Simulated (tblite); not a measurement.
Compound: C5H11O (doublet state).
Z-matrix (Å and degrees, GFN2-xTB geometry), rows numbered from 1:
```
C 
C   1  1.5354
C   2  1.5338  1  109.41
C   2  1.5456  1  108.83  3   118.83
C   2  1.4930  1  111.20  3  -119.66
O   5  1.3697  2  122.80  1   -37.00
H   1  1.0874  2  109.77  3   -51.70
H   1  1.0900  2  111.59  3  -170.58
H   1  1.0888  2  110.70  3    67.63
H   3  1.0869  2  110.39  1  -178.32
H   3  1.0872  2  110.39  1   -58.57
H   3  1.0876  2  110.45  1    61.67
H   4  1.0880  2  110.55  1    62.94
H   4  1.0882  2  110.34  1   -57.28
H   4  1.0870  2  110.19  1  -177.34
H   5  1.0753  2  120.31  1   169.30
H   6  0.9643  5  108.89  2    20.47
```

Computed with GFN2-xTB (tblite): harmonic, unscaled wavenumbers at the GFN2-xTB geometry, gas phase. The method is semi-empirical: single wavenumbers can be off by several per cent or more. One conformer, not necessarily the lowest. Open shells enter through the occupations alone, without spin polarisation, and single modes of such species can be off by tens of per cent.

Harmonic wavenumbers (cm⁻¹): 51.2, 180.6, 228.2, 233.6, 240.9, 293.2, 344.0, 349.2, 402.5, 444.9, 497.9, 554.1, 781.1, 920.4, 950.6, 959.1, 961.0, 1020.1, 1033.4, 1113.9, 1190.6, 1215.9, 1238.8, 1268.5, 1371.1, 1395.8, 1402.1, 1422.4, 1487.0, 1493.8, 1496.0, 1500.2, 1512.6, 1517.8, 3000.8, 3015.7, 3022.1, 3028.9, 3031.3, 3037.4, 3041.4, 3043.4, 3046.0, 3121.5, 3521.6.

A = 4487, B = 2612, C = 2576 MHz; mass 87.081 u (most abundant isotopes); point group C1, symmetry number 1; spin multiplicity 2.

Problem. Zero-point energy?

Solution. ½Σν̃ = 32491 cm⁻¹ = 388.68 kJ/mol.

Problem. Entropy at 298.15 K, 1 bar (ideal gas, RRHO, classical rotation)?

Solution. Translation 164.56, rotation 112.00, vibration 86.27, spin (R ln 2) 5.76: S = 368.6 J/(mol K).

Problem. And Cp and H(298.15 K) − H(0)?

Solution. Cp = 134.97 J/(mol K), of which vibrations give 101.72 (their classical limit is 45 R = 374.2); H(298.15 K) − H(0) = 24.55 kJ/mol without the zero-point energy, 14.63 from vibrations.

Problem. Which modes carry the vibrational entropy at 298.15 K?

Solution. 51.2 cm⁻¹: 19.96; 180.6 cm⁻¹: 9.72; 228.2 cm⁻¹: 7.92; 233.6 cm⁻¹: 7.75; 240.9 cm⁻¹: 7.52; 293.2 cm⁻¹: 6.09 J/(mol K); the other 39 give 27.33 together.

Problem. How do the functions run with temperature in this model?

Solution. 
```csv
T (K),S (J/(mol K)),Cp (J/(mol K)),H − H(0) (kJ/mol),G − H(0) (kJ/mol),ln q(vib)
50,229.3,43.0,1.87,-9.60,0.27
100,265.0,63.6,4.50,-22.00,0.87
373.15,401.6,159.9,35.61,-114.24,5.97
500,453.9,198.2,58.39,-168.54,8.52
750,545.7,254.8,115.50,-293.79,13.47
1000,624.7,293.7,184.35,-440.33,18.16
```

q(vib) and H(0) count from the zero-point level.

Problem. Blend soft modes into free rotors: weight 1/[1 + (100 cm⁻¹/ν̃)⁴] for the oscillator and the rest for a rotor with moment μB/(μ + B), μ = h/(8π²ν), B = 10⁻⁴⁴ kg m². What vibrational entropy results?

Solution. 81.49 J/(mol K) in place of 86.27, which changes −T·S at 298.15 K by +1.43 kJ/mol.

Problem. What must be added to the electronic energy to get the Gibbs energy at 298.15 K and 1 bar?

Solution. ZPE + [H(298.15 K) − H(0)] − T·S = 388.68 + 24.55 − 109.90 = 303.33 kJ/mol.

Hindered rotation and anharmonicity are outside this model. Other conformers, if any are populated, would add a mixing term that is left out. The structure is chiral; the term R ln 2 for an equal mix with its mirror image is left out.
